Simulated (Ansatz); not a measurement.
Relaxation of C₄H₉NS (15 atoms, charge 0, multiplicity 1), to a largest force component of 0.02 eV/Å in at most 40 steps.

The calculation used Ansatz, RKS LDA/6-31G.

```xyz
15
Properties=species:S:1:pos:R:3
C -1.658 -1.735 0.619
N -0.480 -1.033 0.224
C -0.445 0.246 -0.304
C 0.729 1.062 -0.438
C 2.061 0.672 -0.064
S 0.452 2.665 -1.123
H -2.103 -1.221 1.505
H -1.469 -2.726 0.822
H -2.439 -1.629 -0.160
H 0.352 -1.335 0.755
H -1.406 0.587 -0.591
H 2.163 -0.339 0.340
H 2.682 0.791 -0.923
H 2.400 1.354 0.763
H -0.860 2.591 -1.395
```

Where does it end, and by what steps?

It converged. Limits of this set-up: no polarisation functions. After 13 steps the energy has fallen by 0.713 eV; H12 moved furthest, 0.61 Å.

```
step  energy less start (eV)  largest force component (eV/Å)  accepted
   0                  0.0000                           5.517       yes
   1                 -0.6063                           1.721       yes
   2                 -0.6804                           0.247       yes
   3                 -0.6851                           0.105       yes
   4                 -0.6872                           0.057       yes
   5                 -0.6923                           0.071       yes
   6                 -0.6898                           0.561        no
   7                 -0.6964                           0.134       yes
   8                 -0.7052                           0.028       yes
   9                 -0.7060                           0.244       yes
  10                 -0.7119                           0.094       yes
  11                 -0.7095                           0.129        no
  12                 -0.7127                           0.052       yes
  13                 -0.7130                           0.015       yes
```

```xyz
15
Properties=species:S:1:pos:R:3
C -1.612 -1.694 0.660
N -0.440 -1.067 0.110
C -0.459 0.239 -0.334
C 0.614 1.057 -0.413
C 1.977 0.709 0.062
S 0.523 2.717 -1.188
H -1.833 -1.406 1.713
H -1.514 -2.794 0.619
H -2.498 -1.420 0.052
H 0.466 -1.507 0.270
H -1.455 0.582 -0.657
H 1.929 -0.082 0.838
H 2.643 0.350 -0.750
H 2.475 1.584 0.524
H -0.839 2.684 -1.478
```

Whether the end is a true minimum wasn't checked by a vibrational analysis.

Run time: 39 s on 1 thread of Arm Neoverse V2, with other jobs on the host, peak memory 0.14 GiB.
